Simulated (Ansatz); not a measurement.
# C6H10: the cost of one run

Program: Ansatz 0.2.0, driven from Python. The levels of theory stand in the script. These are calculated values, not measurements.

### Step 1. Starting point

Bond lengths (14 of 16 bonds, heavy atoms first): C1–C2 1.340 Å, C2–C3 1.477 Å, C3–C4 1.507 Å, C3–C5 1.515 Å, C3–C6 1.515 Å, C5–C6 1.500 Å, C1–H7 1.085 Å, C1–H8 1.085 Å, C2–H9 1.089 Å, C4–H10 1.096 Å, C4–H11 1.095 Å, C4–H12 1.095 Å, C5–H13 1.085 Å, C5–H14 1.084 Å. Angles (14 of 30 angles, heavy atoms first): C1–C2–C3 126.0°, C2–C3–C4 116.0°, C2–C3–C5 117.4°, C2–C3–C6 116.4°, C4–C3–C5 118.2°, C4–C3–C6 117.7°, C5–C3–C6 59.3°, C3–C5–C6 60.3°, C3–C6–C5 60.3°, C1–C2–H9 117.9°, C3–C2–H9 116.1°, C2–C1–H7 121.2°, C2–C1–H8 120.9°, C3–C4–H10 111.9°.

No structure file is read: the coordinates are typed or built in the script.

### Step 2. The code

disp_c6h10.py reads:

```python
"""Dispersion corrections for C6H10."""

import ansatz as az

GEOMETRY = """
C     2.12110   -0.49020    0.63860
C     1.28370    0.16070   -0.17960
C    -0.18860    0.04210   -0.18850
C    -0.75360   -1.11000   -0.97830
C    -0.93070    0.48910    1.05430
C    -0.96860    1.34110   -0.17970
H     1.74920   -1.17780    1.39130
H     3.19390   -0.34500    0.56890
H     1.71460    0.83260   -0.92070
H    -1.84900   -1.12060   -0.95750
H    -0.44080   -1.04680   -2.02620
H    -0.40440   -2.06480   -0.57060
H    -0.36340    0.85590    1.90300
H    -1.83510   -0.03900    1.33540
H    -0.42790    2.28120   -0.15830
H    -1.90050    1.39140   -0.73210
"""


def main() -> None:
    mol = az.Crystal.molecule()
    for line in GEOMETRY.strip().splitlines():
        symbol, *xyz = line.split()
        mol = mol.atom(symbol, [float(v) for v in xyz])

    model = mol.calculation().basis(gaussian="def2-SVP")
    for name in ["pbe", "r2scan"]:
        for correction in ("d3bj", "d4"):
            rep = model.functional(name, dispersion=correction).run().report
            print(f"{name:8s} {correction:5s} total {rep['free_energy_ev']:.5f} eV, of which dispersion {1000 * rep['dispersion']['energy']['ev']:.2f} meV")


if __name__ == "__main__":
    main()
```

### Step 3. What the engine is handed

The package turns the script's settings into the engine's input (first run):

```yaml
crystal:
  periodic: [false, false, false]
  atoms:
    - { symbol: C, position_ang: [2.1211, -0.4902, 0.6386] }
    - { symbol: C, position_ang: [1.2837, 0.1607, -0.1796] }
    - { symbol: C, position_ang: [-0.1886, 0.0421, -0.1885] }
    - { symbol: C, position_ang: [-0.7536, -1.11, -0.9783] }
    - { symbol: C, position_ang: [-0.9307, 0.4891, 1.0543] }
    - { symbol: C, position_ang: [-0.9686, 1.3411, -0.1797] }
    - { symbol: H, position_ang: [1.7492, -1.1778, 1.3913] }
    - { symbol: H, position_ang: [3.1939, -0.345, 0.5689] }
    - { symbol: H, position_ang: [1.7146, 0.8326, -0.9207] }
    - { symbol: H, position_ang: [-1.849, -1.1206, -0.9575] }
    - { symbol: H, position_ang: [-0.4408, -1.0468, -2.0262] }
    - { symbol: H, position_ang: [-0.4044, -2.0648, -0.5706] }
    - { symbol: H, position_ang: [-0.3634, 0.8559, 1.903] }
    - { symbol: H, position_ang: [-1.8351, -0.039, 1.3354] }
    - { symbol: H, position_ang: [-0.4279, 2.2812, -0.1583] }
    - { symbol: H, position_ang: [-1.9005, 1.3914, -0.7321] }
basis:
  gaussian:
    orbitals: def2-SVP
hamiltonian:
  xc: pbe
  dispersion: d3bj
```

### Step 4. The run

Command:

```bash
> python disp_c6h10.py
```

**Question.** How long does this script take on 1 thread of Arm Neoverse V1, shared host, and how much memory does it need?

About 32 s, with a peak of 0.26 GiB.
